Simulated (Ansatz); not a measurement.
# CH2N (doublet): the correlation ladder, def2-QZVPP

The task here is to estimate one member of a computed series from the others.

Computed with Ansatz 0.2.0, Gaussian basis. Level: def2-QZVPP, core rule «outside noble gas», up to 2 orbitals frozen.

To be run: UHF; ROHF; CCSD(T) on UHF.

### The geometry

The geometry is a PBE0/def2-TZVP stationary point (not a proven minimum) of the parent state, kept for this charge and spin.

4 atoms, charge 0, spin multiplicity 2.

Atoms are counted from 1 here; the program's logs count them from 0.

Bond lengths: N1–C2 1.434 Å, N1–H3 1.028 Å, C2–H4 1.090 Å. Angles: C2–N1–H3 110.2°, N1–C2–H4 121.0°.

Set-up of the first run:

Input file in.yaml:

```yaml
crystal:
  periodic: [false, false, false]
  atoms:
    - {symbol: N, position_ang: [-0.030066, -0.130755, 0.661245]}
    - {symbol: C, position_ang: [0.116167, 0.102607, -0.745850]}
    - {symbol: H, position_ang: [-0.282647, 0.742725, 1.141042]}
    - {symbol: H, position_ang: [-0.683794, -0.148384, -1.442336]}
basis:
  gaussian: {orbitals: "def2-QZVPP.json"}
magnetization: {spin_polarized: true, initial_magnetization: 1}
hamiltonian: {xc: hf}
output: {orbitals: {seedname: orbitals}}
```

Started as:

```console
> ansatz run in.yaml --threads 1 --pin off --events-out ev --progress --plain --max-ram 2393MiB
```

Among the steps run: UHF; ROHF; CCSD(T) on UHF.

One of the session's tables, all rows but one given; the rest of the session is left out.

It belongs to the step «Misses and costs». 

| method | from UCCSD(T) (meV) |
| --- | --- |
| ROHF | ? |
| UMP2 | +1631.4 |
| UCCSD | +545.2 |
| UCCSD(T) | 0 |

Estimate the missing values for ROHF.

**Answer.** from UCCSD(T) (meV): +10922.6. In the column «from UCCSD(T) (meV)» it is the highest.

Left out of the table: UHF (another determinant or state than the rows shown).

To keep in mind: The determinant is far from a pure spin state, so its energy mixes those of several spin states (harmless only where they are near-degenerate, as at dissociation). Warnings: spin contamination; coupled cluster took another determinant than the lowest.
